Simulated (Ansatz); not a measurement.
`BOB`. Charge 0, multiplicity 1.

| atom | x (Å) | y (Å) | z (Å) |
| --- | --- | --- | --- |
| B1 | -1.0746 | 0.0503 | 0.5547 |
| O2 | 0.1191 | 0.6357 | 0.2433 |
| B3 | 1.0940 | 0.0535 | -0.5150 |
| H4 | -1.3184 | -1.0520 | 0.1498 |
| H5 | -1.8357 | 0.6778 | 1.2302 |
| H6 | 2.0909 | 0.6842 | -0.7086 |
| H7 | 0.9246 | -1.0495 | -0.9544 |

Task: What are the harmonic wavenumbers in cm⁻¹ at PBE0-D4/def2-TZVP (Ansatz, finite differences of forces, unscaled)? (Estimate.)

Result: Ansatz gave: 184, 252, 344, 972, 997, 1063, 1071, 1097, 1228, 1320, 1382, 2556, 2581, 2666, 2674.

Task: Is this a minimum?

Result: Yes, all 15 modes are real.

Task: Give the ideal-gas thermochemistry at 298.15 K and 1 bar (rigid rotor, harmonic oscillator; point group C2v, symmetry number 2).

Result: Zero-point energy 121.9 kJ/mol; H(298) − E = 136.1 kJ/mol; entropy 262.9 J/(mol·K), of which translation 155.4, rotation 83.8, vibration 23.8; G(298) − E = 57.8 kJ/mol.

Task: And at 400, 500, 600, 800 and 1000 K?

Result: 
| T (K) | H − E (kJ/mol) | S (J/mol/K) | G − E (kJ/mol) |
| --- | --- | --- | --- |
| 400 | 143.3 | 283.5 | 29.9 |
| 500 | 151.5 | 301.7 | 0.6 |
| 600 | 160.7 | 318.5 | -30.4 |
| 800 | 181.6 | 348.5 | -97.1 |
| 1000 | 205.1 | 374.7 | -169.5 |

Task: Rotational constants (cm⁻¹)?

Result: 2.034, 0.3795, 0.3198.
